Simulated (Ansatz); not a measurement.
# SiHO (sextet): the correlation ladder, cc-pVDZ

Aim: climb from Hartree-Fock through coupled cluster and multireference methods for SiHO (sextet) at one geometry and basis, and see what each rung misses.

Method: cc-pVDZ, core rule «outside noble gas», up to 6 orbitals frozen; program: Ansatz 0.2.0, Gaussian basis.

To be run: UHF; CCSD(T) on ROHF; CCSD(T) on UHF; BCCD(T) on ROHF; CISD; CCSDT(Q) on ROHF; CCSDT(Q) on UHF; CASSCF and MRCISD+Q, 11 electrons in 9 orbitals; CASSCF and NEVPT2, 11 electrons in 9 orbitals.

35 further runs of the same task are left out: 9 for a known fault of the program, 10 that didn't finish, 16 set aside as unsound or not needed.

## (1) The system

The geometry is a PBE0/def2-TZVP stationary point (not a proven minimum) of the parent state, kept for this charge and spin.

3 atoms, charge 0, spin multiplicity 6.

Atoms are counted from 1 here; the program's logs count them from 0.

Bond lengths: Si1–O2 1.728 Å, Si1–H3 1.496 Å. Angles: O2–Si1–H3 115.5°.

## (2) UHF

in.yaml

```yaml
crystal:
  periodic: [false, false, false]
  atoms:
    - {symbol: Si, position_ang: [0.000000, -0.094440, 0.592147]}
    - {symbol: O, position_ang: [0.000000, 0.091474, -1.126196]}
    - {symbol: H, position_ang: [0.000000, 1.179495, 1.376770]}
basis:
  gaussian: {orbitals: cc-pVDZ}
magnetization: {spin_polarized: true, initial_magnetization: 5}
hamiltonian: {xc: hf}
output: {orbitals: {seedname: orbitals}}
```

Command:

```console
ansatz run in.yaml --threads 1 --pin off --events-out ev --progress --plain --max-ram 2393MiB
```

The runs that follow: CCSD(T) on ROHF; CCSD(T) on UHF; BCCD(T) on ROHF; CISD; CCSDT(Q) on ROHF; CCSDT(Q) on UHF; CASSCF and MRCISD+Q, 11 electrons in 9 orbitals; CASSCF and NEVPT2, 11 electrons in 9 orbitals.

Q: Predict the results of all the runs planned. Wanted: UCCSDT(Q) below the RHF energy; RMP2 from UCCSDT(Q); UMP2 from UCCSDT(Q); RCCSD from UCCSDT(Q); RCCSD(T) from UCCSDT(Q); UCCSD(T) from UCCSDT(Q); RCCSDT(Q) from UCCSDT(Q); NEVPT2 valence from UCCSDT(Q); MRCISD+Q valence from UCCSDT(Q).

**Answer**, as computed:

```
                         quantity                                                   value
   UCCSDT(Q) below the RHF energy                                              -5.6044 eV
              RMP2 from UCCSDT(Q)                                              +995.2 meV
              UMP2 from UCCSDT(Q)                                             +1011.4 meV
             RCCSD from UCCSDT(Q)                                              +137.9 meV
          RCCSD(T) from UCCSDT(Q)                                               +35.3 meV
          UCCSD(T) from UCCSDT(Q)                                               +34.5 meV
         RCCSDT(Q) from UCCSDT(Q)                                                +1.9 meV
    NEVPT2 valence from UCCSDT(Q)                                             +1198.9 meV
  MRCISD+Q valence from UCCSDT(Q)                                               +56.1 meV
levels within 1 kcal/mol (43 meV)  RCCSD(T), UCCSD(T), BCCD(T), RCCSDT, UCCSDT, RCCSDT(Q)
                    T1 diagnostic                                                   0.029
   effectively unpaired electrons                                                    5.01
```

**Reading.** RCCSD(T) misses by +35.3 meV, 0.6 % of the correlation energy. One determinant dominates. Of the multireference levels listed MRCISD+Q valence comes nearest in total energy (+56.1 meV), which doesn't show that its space is the better one. These misses are within one basis, not against nature; the frozen cores of restricted and unrestricted runs differ, which can shift their rows.
